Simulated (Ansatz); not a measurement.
# Scandium, hcp under LDA: from relaxation to bulk modulus

Aim: take scandium in the hcp structure, relax it, solve it on a dense k-mesh, switch on spin-orbit coupling, then scale the cell to 7 volumes from 88 to 112 % of the relaxed one and try a fit of the equation of state. The k-meshes are 11×11×6 for the relaxation; 18×18×10 for the dense run; 11×11×6 for spin-orbit coupling; 18×18×10 for the volumes. It starts from a deposited cell (COD).

Method: DFT LDA (PW92), plane waves (420 eV) with PAW, scalar-relativistic; PAW files made under PBE, frozen cores solved again for the functional, in Ansatz 0.2.0.

### Step 1. The structure to begin with

The structure is hexagonal, space group P6_3/mmc (No. 194). The conventional cell has a = 3.309 Å, b = 3.309 Å, c = 5.273 Å, α = 90.00°, β = 90.00°, γ = 120.00°. Sc (site symmetry -6m2) has 12 Sc at 3.26 to 3.31 Å as nearest neighbours.

As a file:

```cif
data_structure
_symmetry_space_group_name_H-M 'P 1'
_symmetry_Int_Tables_number 1
_cell_length_a 3.3090
_cell_length_b 3.3090
_cell_length_c 5.2733
_cell_angle_alpha 90.000
_cell_angle_beta 90.000
_cell_angle_gamma 120.000
_cell_volume 50.00
loop_
_atom_site_label
_atom_site_type_symbol
_atom_site_fract_x
_atom_site_fract_y
_atom_site_fract_z
_atom_site_occupancy
Sc1 Sc 0.33333 0.66667 0.25000 1
Sc2 Sc 0.66667 0.33333 0.75000 1
```

### Step 2. Geometry optimisation

Contents of input.yaml:

```yaml
crystal:
  lattice:
    - [3.3090008396, 0.0, 0.0]
    - [-1.6545004198, 2.8656787882, 0.0]
    - [0.0, 0.0, 5.2733]
  atoms:
    - { symbol: Sc, position: [0.3333333333, 0.6666666667, 0.25] }
    - { symbol: Sc, position: [0.6666666667, 0.3333333333, 0.75] }
hamiltonian:
  xc: lda
  pseudopotentials:
    kind: paw
    azcp:
      Sc: "pseudopotentials/Sc.paw.azcp"
basis:
  ecutwfc: 420
  fft_grid_basis: typed
kpoints:
  mp_grid: { grid: [11, 11, 6], shift: [0, 0, 0] }
magnetization:
  spin_polarized: false
scf:
  occupations: { method: fermi_dirac, width: 0.1 }
relax:
  max_steps: 60
  f_tol: 0.01
  cell: {}
```

Further steps of the session: The energy on a finer k-mesh; Spin-orbit coupling switched on; The cell scaled to 88 % of its volume; The cell scaled to 92 % of its volume; The cell scaled to 96 % of its volume; The cell scaled to 100 % of its volume; The cell scaled to 104 % of its volume; The cell scaled to 108 % of its volume; The cell scaled to 112 % of its volume.

Q: Predict the outcome of this session. Wanted: space group; conventional cell; volume; shortest distance; gap on the mesh; V₀, B₀, B₀′.

**Answer**, as computed:

| quantity | value |
| --- | --- |
| space group (spins left aside) | P6_3/mmc (No. 194) |
| conventional cell | a = 3.227 Å, c = 5.009 Å (c/a = 1.552) |
| volume | 22.587 Å³/atom |
| shortest distance | 3.122 Å |
| against the deposited volume | -9.7 % (25.002 Å³/atom) |
| gap on the mesh | none (levels filled in part) |
| V₀, B₀, B₀′ | 22.529 Å³/atom, 62 GPa, 3.2 |

In words: The volume comes out 9.7 % smaller than measured. No gap shows: it is a metal or semimetal at this level. The total energy of the spin-orbit run (on a coarser mesh) lies -48 meV/atom from the scalar one; mesh and treatment of the core enter this figure, so it is no spin-orbit energy. B₀ comes out at 62 GPa; letting shape and positions relax at each volume could only lower it.
